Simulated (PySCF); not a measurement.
Numbering as in the mapped SMILES `[CH3:1][c:2]1[n:3][cH:4][cH:5][s:6]1`; H(Xn) means a hydrogen on atom n.

Geometry: PBE0-D3(BJ)/def2-TZVP; GIAO shifts from PySCF, gas phase, non-relativistic, averaged over equivalent atoms.

At B97-2/pcSseg-2 (293 basis functions, 32 s wall time on 1 thread of an Arm Neoverse V2, shared host):
| atoms | δ (ppm) |
| --- | --- |
| C2 | 175.0 |
| C4 | 148.8 |
| C5 | 125.8 |
| C1 | 21.9 |
| N3 | 354.2 |
| S6 | 276.3 |
| H(C4) | 7.80 |
| H(C5) | 7.23 |
| H(C1) | 2.81 |

Referencing at the same level of theory: 13C (σref 185.38), 1H (σref 31.64) vs TMS; 15N (σref 261.75) against NH3; 33S (σref 517.10) vs CS2.

Question: Estimate the result of repeating the calculation with wB97X-D/pcSseg-2.

Answer: 
```
atoms  δ at wB97X-D/pcSseg-2  change
   C2                  182.3    +7.3
   C4                  153.3    +4.5
   C5                  130.2    +4.4
   C1                   21.7    -0.2
   N3                  363.1    +8.9
   S6                  285.1    +8.8
H(C4)                   7.83   +0.03
H(C5)                   7.28   +0.05
H(C1)                   2.77   -0.04
```

Chemical shifts δ = σref − σ; TMS for 13C (186.29 ppm) and 1H (31.63 ppm); 15N (262.16 ppm) against NH3; 33S (510.68 ppm) against CS2, all at this level.

The largest change is at S6 (aromatic ring sulfur). Cost: 293 basis functions, 43 s wall time on 1 thread of an Arm Neoverse V2, shared host. The order of the carbon signals is the same at both levels.

Experimental scales use liquid or dissolved standards, which lie at an offset from isolated NH3 (liquid NH3: subtract about 20 ppm). Unscaled 15N shifts of sp2 nitrogen come out 20 to 40 ppm too high even then.
